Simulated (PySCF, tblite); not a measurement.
boron trifluoride and phosphine

A gas-phase complex of boron trifluoride and phosphine; neutral, singlet. The structure comes from a short search (6 tight-binding starts) and was optimised by PBE0-D3(BJ)/def2-SVPD; another way of binding may lie lower.

This structure isn't a minimum: the optimisation stopped short of the minimum along a soft mode, which is imaginary here (66i cm⁻¹ by PBE0-D3(BJ)/def2-SVPD), and forces of up to 0.011 eV/Å are left. All values below rest on it.

```
part               name  SMILES  atoms  charge  multiplicity
   1  boron trifluoride  FB(F)F    1–4       0             1
   2          phosphine       P    5–8       0             1
```

Coordinates in Å:
```
F1      0.995   -0.571   -0.558
B2     -0.301   -0.300   -0.303
F3     -0.928   -1.114    0.572
F4     -0.654    1.002   -0.278
P5     -1.270   -0.962   -2.284
H6     -0.430   -1.439   -3.321
H7     -2.214   -2.019   -2.257
H8     -2.020   -0.013   -3.024
```

```csv
contact,kind (by geometry),distance (Å),angle (°)
B2···P5,partial bond,2.302,-
```

Deforming the relaxed parts to their shape here costs 13.5 kcal/mol, which the interaction energies leave out.

Interaction energies are complex less parts, with the parts frozen as they stand in it; counterpoise-corrected, in kcal/mol (PySCF). The CCSD(T) estimate is Hartree-Fock/aug-cc-pVQZ, plus the MP2 correlation part extrapolated as X⁻³ from aug-cc-pVTZ and aug-cc-pVQZ, plus CCSD(T) less MP2 in aug-cc-pVDZ; noble-gas cores are frozen. It isn't the exact limit.

```json
{"level": "Hartree-Fock/aug-cc-pVQZ", "interaction": "-10.22", "superposition error removed": "-"}
{"level": "wB97M-D3(BJ)/def2-TZVPD", "interaction": "-13.46", "superposition error removed": "-0.22"}
{"level": "PBE0-D3(BJ)/def2-TZVPD", "interaction": "-16.82", "superposition error removed": "-0.20"}
{"level": "MP2/aug-cc-pVQZ", "interaction": "-14.13", "superposition error removed": "-0.65"}
```

What does CCSD(T) at its estimated basis limit give, and which of these levels comes nearest?

-14.08 kcal/mol. MP2/aug-cc-pVQZ is nearest, off by -0.05; the errors are Hartree-Fock/aug-cc-pVQZ +3.86, wB97M-D3(BJ)/def2-TZVPD +0.62, PBE0-D3(BJ)/def2-TZVPD -2.74, MP2/aug-cc-pVQZ -0.05.

What holds them together? Decompose the wB97M-D3(BJ)/def2-TZVPD energy: frozen parts, their antisymmetrised product, then relaxation.

electrostatic -39.1, Pauli repulsion +62.0, orbital relaxation -34.8, dispersion correction -1.7 kcal/mol, which sum to the value before the counterpoise correction; the Pauli term holds the exchange-correlation of the frozen density too. Of the attraction, 52 % is electrostatic, 46 % is orbital relaxation, 2 % is dispersion correction.

The parts were also relaxed and run alone, at the levels used for the complex: shieldings by PBE0/pcSseg-2; core levels by delta-SCF with SCAN, pcX-2 on the ionised atom and pcseg-1 elsewhere, spin-free X2C (2p3/2 is the spin-free 2p value less a third of a first-order spin-orbit splitting).

Values alone: shielding of B2 (ppm): 88.9; shielding of P5 (ppm): 575.9; F1 1s core level (eV): 694.72; B2 1s core level (eV): 202.41; P5 2p3/2 core level (eV): 137.09.

What does binding change?


| property | alone | in the complex | change |
| --- | --- | --- | --- |
| shielding of B2 (ppm) | 88.9 | 94.8 | +5.9 |
| shielding of P5 (ppm) | 575.9 | 504.3 | -71.6 |
| F1 1s core level (eV) | 694.72 | 692.65 | -2.08 |
| B2 1s core level (eV) | 202.41 | 200.05 | -2.36 |
| P5 2p3/2 core level (eV) | 137.09 | 138.43 | +1.34 |
